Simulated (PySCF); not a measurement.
## The first ionisation energy along the alkali metals

All values are computed (PySCF 2.14, energy differences of UHF-based or UKS calculations, no spin-orbit coupling). Values in eV. The last column holds reference values (NIST; (s) semi-empirical, (t) theoretical, else measured). Unmarked ones compare directly (S terms, centres of terms, or small fine structure); those marked * lie between the lowest fine-structure levels and include a spin-orbit shift.

| element | configurations | UHF | MP2 (valence and next inner shell) | CCSD (valence and next inner shell) | CCSD(T) (valence and next inner shell) | LDA | r2SCAN | reference |
| --- | --- | --- | --- | --- | --- | --- | --- | --- |
| Li (def2-TZVPPD, non-relativistic) | [He] 2s1 → 1s2 | 5.342 | 5.369 | 5.374 | 5.374 | 5.471 | 5.387 | 5.392 |
| K (def2-TZVPPD, non-relativistic) | [Ar] 4s1 → [Ar] | 4.009 | 4.240 | 4.240 | 4.250 | 4.516 | 4.241 | 4.341 |
| Rb (def2-TZVPPD with the def2 core potential (28 electrons), ECP) | [Kr] 5s1 → [Kr] | 3.805 | 4.067 | 4.085 | 4.096 | 4.397 | 4.086 | 4.177 |
| Cs (def2-TZVPPD with the def2 core potential (46 electrons), ECP) | [Xe] 6s1 → [Xe] | 3.491 | 3.802 | 3.781 | 3.800 | 4.107 | 3.786 | 3.894 |

Question: Which of these methods has the smallest mean absolute error against the measured values here?

Answer: CCSD(T) (valence and next inner shell), with 0.071 eV.

```csv
method,elements,mean error (eV),mean absolute error (eV),largest error (eV)
UHF,4,-0.289,0.289,-0.403
MP2 (valence and next inner shell),4,-0.081,0.081,-0.110
CCSD (valence and next inner shell),4,-0.081,0.081,-0.113
CCSD(T) (valence and next inner shell),4,-0.071,0.071,-0.094
LDA,4,0.172,0.172,0.220
r2SCAN,4,-0.076,0.076,-0.108
```

Errors include the incompleteness of the basis and the frozen core.

"Valence" correlates the outer s and p shells and, in groups 3 to 12 and the f block, the outer d or f shell, open or full, or the next shell where the ion has no valence electron left; the wider scheme adds the next inner shell.
